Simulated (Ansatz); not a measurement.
Eight cases of atomisation energy of first-row species (electronic energies, kcal/mol), geometries: B3LYP-D3(BJ)/def2-TZVP. Functionals by Ansatz (a quantum-chemistry and plane-wave program) in def2-TZVPD; columns hold the difference against the high level (Ansatz, AFQMC by cisd_afqmc): A = CCSD(T)/CBS(cc-pVQZ,cc-pV5Z) + [CCSDT(Q) - CCSD(T)]/cc-pV5Z + [FCI - CCSDT(Q)]/cc-pVTZ + core + X2C; B = CCSD(T)/CBS(cc-pVQZ,cc-pV5Z) + [CCSDT(Q) - CCSD(T)]/cc-pVQZ + [CCSDTQ - CCSDT(Q)]/cc-pVDZ + core + X2C; C = CCSD(T)/CBS(cc-pVQZ,cc-pV5Z) + [CCSDT(Q) - CCSD(T)]/cc-pVQZ + [FCI - CCSDT(Q)]/cc-pVDZ + core + X2C; D = CCSD(T)/CBS(cc-pVQZ,cc-pV5Z) + [CCSDT(Q) - CCSD(T)]/cc-pVTZ + [CCSDTQ - CCSDT(Q)]/cc-pVDZ + core + X2C; E = CCSD(T)/CBS(cc-pVQZ,cc-pV5Z) + [CCSDT(Q) - CCSD(T)]/cc-pVTZ + core + X2C; F = CCSD(T)/CBS(cc-pVTZ,cc-pVQZ) + [CCSDT(Q) - CCSD(T)]/cc-pVDZ + core + X2C; G = CCSD(T)/CBS(cc-pVTZ,cc-pVQZ) + [CCSDT(Q) - CCSD(T)]/cc-pVTZ + [CCSDTQ - CCSDT(Q)]/cc-pVDZ + core + X2C. The cases were drawn at random from those of this class that have a high level and all functionals, leaving out states under which another spin lies or may lie. Left out are anions, K, Ca, elements past Kr, ionisation of Li, Na and Mg, pi-pi* triplets of linear molecules and other triplets made from a closed-shell parent. Runs that doubt their state, and full CI more than 15 mEh from coupled cluster, are set aside; a case stays where another high level and all functionals remain. AFQMC serves as high level only in triple zeta or larger, with a steady walk, a bar under 0.8 kcal/mol and agreement with other high levels or trials where they ran; where none ran, an unstable determinant or (outside 3d species) a high T1 diagnostic also bars it, so strongly correlated cases are thinned. No case was kept or dropped by the size of a functional's miss. Each difference is the functional minus the high level; affinities count positive where energy is released, gaps as the second state minus the first. Radicals and triplets start from unrestricted determinants; spin-orbit coupling is neglected. CBS(X,Y): correlation extrapolated as X^-3, Hartree-Fock from the larger set (Q,5: extrapolated as (X+1)exp(-9√X)). A bracket is a step between two methods taken in the basis named. The functionals are non-relativistic, so their misses hold any scalar relativity. '+ core + X2C': CCSD(T) terms for core correlation (cc-pwCVTZ) and scalar relativity (cc-pVTZ-DK). Full CI freezes restricted core orbitals, also for open shells; the composite that ends in it estimates full CI at the basis-set limit. For partners of very few electrons the exact lower level stands in for a higher one. The restricted determinant of C3H2F2 (C=C=C(F)F, singlet) is unstable towards broken spin symmetry in at least one set run. The restricted determinant of F2 (FF, singlet) is unstable towards broken spin symmetry in at least one set run. The UHF reference of CH ([CH], doublet) is spin-contaminated (<S^2> up to 0.35 over the pure value in the sets run). The UHF reference of O2 (O=O, triplet) is spin-contaminated (<S^2> up to 0.05 over the pure value in the sets run).

```json
[
 {"case": "C2H5NO (SMILES CC(N)=O)", "level": "F", "value": "869.2", "PBE": "25.1", "CAM-B3LYP": "2.8", "wB97M-V": "1.8"},
 {"case": "C3H2F2 (1,1-difluoropropa-1,2-diene, SMILES C(F)(=C=C)F)", "level": "F", "value": "716.2", "PBE": "35.3", "CAM-B3LYP": "1.6", "wB97M-V": "1.3"},
 {"case": "F2 (molecular fluorine, SMILES FF)", "level": "B", "value": "38.9", "PBE": "13.5", "CAM-B3LYP": "-2.0", "wB97M-V": "-1.7"},
 {"case": "BNH3 (SMILES B[NH], doublet)", "level": "G", "value": "379.3", "PBE": "14.2", "CAM-B3LYP": "9.4", "wB97M-V": "4.8"},
 {"case": "CH (SMILES [CH], doublet)", "level": "A", "value": "84.2", "PBE": "0.4", "CAM-B3LYP": "0.2", "wB97M-V": "-0.1"},
 {"case": "N2O (SMILES [O-][N+]#N)", "level": "E", "value": "270.6", "PBE": "39.8", "CAM-B3LYP": "2.1", "wB97M-V": "1.3"},
 {"case": "CH3 (SMILES [CH3], doublet)", "level": "C", "value": "307.7", "PBE": "1.9", "CAM-B3LYP": "2.2", "wB97M-V": "-0.8"},
 {"case": "O2 (SMILES O=O, triplet)", "level": "D", "value": "120.5", "PBE": "22.9", "CAM-B3LYP": "3.8", "wB97M-V": "2.3"}
]
```

Over these rows, PBE: mean +19.1, mean absolute 19.1, median absolute 18.5, largest +39.8; CAM-B3LYP: mean +2.5, mean absolute 3.0, median absolute 2.1, largest +9.4; wB97M-V: mean +1.1, mean absolute 1.8, median absolute 1.5, largest +4.8 kcal/mol. PBE lies above in 8 and below in 0 of the eight.
